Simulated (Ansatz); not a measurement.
The input, for Ansatz 0.2.0:

```yaml
crystal:
  periodic: [false, false, false]
  atoms:
    - {symbol: As, position_ang: [0.423544, -0.120742, 1.707904]}
    - {symbol: As, position_ang: [0.304633, -0.245211, -2.683723]}
    - {symbol: H, position_ang: [-0.916929, 0.586951, 1.861509]}
    - {symbol: H, position_ang: [-0.200340, -1.500539, 1.860936]}
    - {symbol: H, position_ang: [0.389094, 1.279542, -2.746626]}
basis:
  gaussian: {orbitals: cc-pVDZ}
magnetization: {spin_polarized: true, initial_magnetization: 1}
correlation: {method: ccsdt_q, electrons: outside_noble_gas}
```

```sh
$ ansatz run in.yaml --threads 1 --pin off --events-out ev --progress --plain --max-ram 2393MiB
```

Q: Roughly how long does this take on 1 thread of Arm Neoverse V1, shared host, and how much host memory?

A: 4 min wall and 0.65 GiB.

```
1343 factors; integrals over basis functions are off by at most 1.6e-7 eV
mean field evaluation 1: about -121632.2361 eV, gradient 8.9e0 eV
mean field evaluation 2: about -121632.2499 eV, gradient 8.9e0 eV
mean field evaluation 4: about -121633.3135 eV, gradient 2.0e0 eV
mean field evaluation 8: about -121633.3031 eV, gradient 8.5e-2 eV
mean field evaluation 16: about -121636.1422 eV, gradient 3.4e-3 eV
mean field evaluation 32: about -121636.1422 eV, gradient 5.9e-6 eV
mean field evaluation 64: about -121633.3025 eV, gradient 1.6e-3 eV
mean field evaluation 96: about -121635.5865 eV, gradient 6.5e-2 eV
mean field evaluation 128: about -121635.0175 eV, gradient 5.3e0 eV
mean field evaluation 160: about -121635.6394 eV, gradient 5.8e-3 eV
...
mean field -121636.14217287 eV, -4470.0457769144 hartree, gradient 2.2e-6 eV, S^2 1.763274; 15 other end points of the search recorded, 0 dependent functions left out
determinant -121636.14217287 eV, -4470.0457769144 hartree, with singles and doubles -121642.06384982 eV, -4470.2633945285 hartree
determinant -121635.63960423 eV, -4470.0273078576 hartree, with singles and doubles -121641.65047599 eV, -4470.2482033205 hartree
determinant -121635.58550917 eV, -4470.0253199008 hartree, with singles and doubles -121641.59946379 eV, -4470.2463286567 hartree
determinant -121634.19895315 eV, -4469.9743649071 hartree, with singles and doubles -121640.63149551 eV, -4470.2107564786 hartree
determinant -121634.15274949 eV, -4469.9726669540 hartree, with singles and doubles -121640.60015383 eV, -4470.2096046931 hartree
determinant -121633.07497176 eV, -4469.9330593527 hartree, with singles and doubles -121639.05672214 eV, -4470.1528846247 hartree
determinant -121636.14217287 eV, -4470.0457769144 hartree, with singles and doubles -121642.06419688 eV, -4470.2634072829 hartree
determinant -121635.63960423 eV, -4470.0273078576 hartree, with singles and doubles -121641.66798701 eV, -4470.2488468388 hartree
determinant -121635.58550917 eV, -4470.0253199008 hartree, with singles and doubles -121641.61714389 eV, -4470.2469783886 hartree
determinant -121633.30254712 eV, -4469.9414225931 hartree, with singles and doubles -121641.38115303 eV, -4470.2383058843 hartree
28 core orbitals not correlated: weight in the atoms' cores, before any rotation towards them, 1.000 or more for the frozen orbitals, at most 0.000 for the correlated occupied ones
reference -121636.14217287 eV, -4470.0457769144 hartree; 7, 6 occupied and 34, 35 virtual orbitals, 1343 factors
second order -4.71094284 eV of doubles, -0.00000000 eV of singles
...
cycle  35  -6.06859763 eV  change   -3.0e-6 eV  update   6.2e-6
cycle  36  -6.06860184 eV  change   -4.2e-6 eV  update   5.6e-6
cycle  37  -6.06860636 eV  change   -4.5e-6 eV  update   5.6e-6
cycle  38  -6.06860985 eV  change   -3.5e-6 eV  update   5.6e-6
cycle  39  -6.06861275 eV  change   -2.9e-6 eV  update   5.1e-6
cycle  40  -6.06861417 eV  change   -1.4e-6 eV  update   3.7e-6
cycle  41  -6.06861491 eV  change   -7.4e-7 eV  update   2.5e-6
cycle  42  -6.06861561 eV  change   -7.0e-7 eV  update   2.0e-6
cycle  43  -6.06861602 eV  change   -4.2e-7 eV  update   1.1e-6
cycle  44  -6.06861616 eV  change   -1.3e-7 eV  update   7.5e-7
perturbative correction -0.00725885 eV, -0.0002667579 hartree
Total energy: -121642.21804788 eV, -4470.2690612026 hartree
```

The determinant's ⟨S²⟩ is 1.76 against 0.75 for a pure state.
